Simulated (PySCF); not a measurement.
Curvature of the energy in the electron number along group 14

Calculated with PySCF 2.14, in aug-cc-pVTZ-DK, spin-free X2C, aug-cc-pV(T+d)Z, non-relativistic, aug-cc-pVTZ-PP with ECP10MDF, ECP, aug-cc-pVTZ-DK3, spin-free X2C, aug-cc-pVTZ-PP with ECP60MDF, ECP: one orbital is emptied in steps, and each cell gives the departure of E from the straight line at half an electron, in eV (from a cubic fit). The exact functional gives zero.

| species | orbital | LDA | PBE | r2SCAN | PBE0 | BHandHLYP | LC-wPBE | wB97X | UHF |
| --- | --- | --- | --- | --- | --- | --- | --- | --- | --- |
| C | 2p alpha | -1.44 | -1.39 | -1.27 | -0.98 | -0.58 | -0.25 | -0.32 | 0.26 |
| Si | 3p alpha | -0.93 | -0.91 | -0.84 | -0.65 | -0.41 | -0.02 | -0.08 | 0.13 |
| Ge | 4p alpha | -0.92 | -0.88 | -0.83 | -0.63 | -0.41 | -0.01 | -0.09 | 0.11 |
| Sn | 5p alpha | -0.83 | -0.80 | -0.74 | -0.57 | -0.38 | 0.01 | -0.07 | 0.10 |
| Pb | 6p alpha | -0.81 | -0.78 | -0.71 | -0.56 | -0.37 | 0.01 | -0.06 | 0.09 |

Question: How does the mean departure depend on the functional?

Answer: LDA -0.98 eV; PBE -0.95 eV; r2SCAN -0.88 eV; PBE0 -0.68 eV; BHandHLYP -0.43 eV; LC-wPBE -0.05 eV; wB97X -0.12 eV; UHF 0.14 eV. Semilocal functionals are convex (delocalisation error), Hartree-Fock is concave or straight, and exact exchange removes curvature roughly in proportion to its share, so among the functionals the range-separated hybrids usually come closest to zero.

No spin-orbit coupling is included.
